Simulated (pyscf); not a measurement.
F–N(F)–F (SMILES FN(F)F) + H• (SMILES [H]) → F–N•–F (SMILES F[N]F) + HF (SMILES F), an atom transfer (doublet surface; F–N broken, F–H formed). PySCF, gas phase, ωB97X-D3(BJ)/def2-SVP geometries. Correlated levels are frozen-core, on RHF or UHF. ΔMP2 is the change of the MP2 total energy from the triple- to the quadruple-zeta basis. Energies in kJ/mol from the separated reactants.

Small-basis levels: PySCF, no dispersion term, spherical d functions. AM1 to PM7: differences of heats of formation from MOPAC. GFN2-xTB: tblite. Open shells are spin-unrestricted. 

| level | barrier | reaction energy |
|---|---|---|
| HF/STO-3G | 63.5 | -246.4 |
| HF/3-21G | 41.2 | -318.8 |
| MP2/6-31G* | 138.1 | -263.9 |
| BP86/6-31G* | 12.6 | -272.9 |
| PBE/6-31G* | 21.0 | -252.6 |
| B3LYP/STO-3G | -22.9 | -244.3 |
| B3LYP/6-311+G** | 19.4 | -357.7 |
| PBE/def2-SVP | 20.8 | -280.6 |
| GFN2-xTB | 105.6 | -138.4 |
| AM1 | 49.9 | -366.0 |
| PM3 | 14.9 | -332.1 |
| PM7 | 93.0 | -282.8 |
| CCSD(T)/def2-TZVPP + ΔMP2(QZVPP) | 65.2 | -341.1 |

Against the last row the barrier runs from -88.1 (B3LYP/STO-3G) to +72.9 kJ/mol (MP2/6-31G*). At B3LYP/STO-3G this geometry lies under one side, so the entry may be no barrier of that level: it is a single point on another level's saddle. CCSD(T)/def2-TZVPP + ΔMP2(QZVPP) has limits of its own. This is the saddle that the search found; another between the same sides may lie lower. The angle at the transferred F is 175°. The CCSD(T) − MP2 part came from Ansatz, without density fitting, on the same reference. A UHF reference is spin-contaminated (<S²> up to 1.06), which harms MP2 most.
